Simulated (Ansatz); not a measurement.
# SiNH4 (quartet): the correlation ladder at distance Si1–H5 along a hydrogen transfer = 1.777 Å, cc-pVDZ

The task here is to estimate one member of a computed series from the others.

Method: cc-pVDZ, core rule «outside noble gas», up to 6 orbitals frozen; program: Ansatz 0.2.0, Gaussian basis.

Plan: UHF; CCSD(T) on ROHF; CCSD(T) on UHF; BCCD(T) on ROHF; CISD; CCSDT(Q) on ROHF; CCSDT(Q) on UHF; CASSCF and MRCISD+Q, 5 electrons in 5 orbitals; CASSCF and NEVPT2, 5 electrons in 5 orbitals.

11 further runs of the same task are left out: 1 for a mislabelled method, 8 that didn't finish, 2 set aside as unsound or not needed.

## The system

The geometry derives from fragments relaxed apart (PBE0/def2-TZVP) and kept rigid, so it is no stationary point. A hydrogen atom is moved between rigid fragments.

6 atoms, charge 0, spin multiplicity 4.

Atoms are counted from 1 here; the program's logs count them from 0.

Bond lengths: Si1–H2 1.485 Å, Si1–H3 1.485 Å, Si1–H4 1.485 Å. Angles: H2–Si1–H3 109.5°, H2–Si1–H4 109.5°, H3–Si1–H4 109.5°.

As a file:

```
atom    x (Å)    y (Å)    z (Å)
 Si1  -0.9803   0.0000   0.0000
  H2  -1.4751   1.3997   0.0000
  H3  -1.4751  -0.6999   1.2122
  H4  -1.4751  -0.6999  -1.2122
  H5   0.7967   0.0000   0.0000
  N6   2.2267   0.0000   0.0000
```

The first run:

Input file in.yaml:

```yaml
crystal:
  periodic: [false, false, false]
  atoms:
    - {symbol: Si, position_ang: [-0.980276, 0.000000, 0.000000]}
    - {symbol: H, position_ang: [-1.475147, 1.399708, 0.000000]}
    - {symbol: H, position_ang: [-1.475147, -0.699854, 1.212183]}
    - {symbol: H, position_ang: [-1.475147, -0.699854, -1.212183]}
    - {symbol: H, position_ang: [0.796724, 0.000000, 0.000000]}
    - {symbol: N, position_ang: [2.226724, 0.000000, 0.000000]}
basis:
  gaussian: {orbitals: cc-pVDZ}
magnetization: {spin_polarized: true, initial_magnetization: 3}
hamiltonian: {xc: hf}
output: {orbitals: {seedname: orbitals}}
```

Command:

```
> ansatz run in.yaml --threads 1 --pin off --events-out ev --progress --plain --max-ram 2393MiB
```

Among the steps run: UHF; CCSD(T) on ROHF; CCSD(T) on UHF; BCCD(T) on ROHF; CISD; CCSDT(Q) on ROHF; CCSDT(Q) on UHF; CASSCF and MRCISD+Q, 5 electrons in 5 orbitals; CASSCF and NEVPT2, 5 electrons in 5 orbitals.

One of the session's tables, all rows but one given; the rest of the session is left out.

```
       method  from UCCSDT(Q) (meV)
         ROHF               +7224.1
          UHF               +6937.4
         RMP2               +1551.4
         UMP2               +1504.7
         CISD                +760.2
        RCCSD                +174.4
        UCCSD                +167.5
     RCCSD(T)                 +38.7
     UCCSD(T)                 +37.0
      BCCD(T)                 +37.8
       RCCSDT                  +8.0
       UCCSDT                  +5.9
    RCCSDT(Q)                  +1.8
    UCCSDT(Q)                     0
  CASSCF pair               +6539.6
  NEVPT2 pair               +1395.0
  MRCISD pair                +618.3
MRCISD+Q pair                     ?
```

Q: Estimate the row for MRCISD+Q pair from the others.

As computed: from UCCSDT(Q) (meV): +45.8. In the column «from UCCSDT(Q) (meV)» it lies between RCCSD(T) (+38.7) and UCCSD (+167.5).

Among the levels timed on like hardware and quicker than the yardstick, those that no quicker one beats, quickest first: NEVPT2 pair (0.63 s, +1395.0 meV); MRCISD+Q pair (1.1 s, +45.8 meV); UCCSD(T) (1.2 s, +37.0 meV).

Limits of these values: Of the multireference levels listed MRCISD+Q pair comes nearest in total energy (+45.8 meV), which doesn't show that its space is the better one. Restricted and unrestricted rows rest on different reference determinants; where their highest levels disagree by more than a few hundredths of an eV, they describe different states and don't form one ladder.
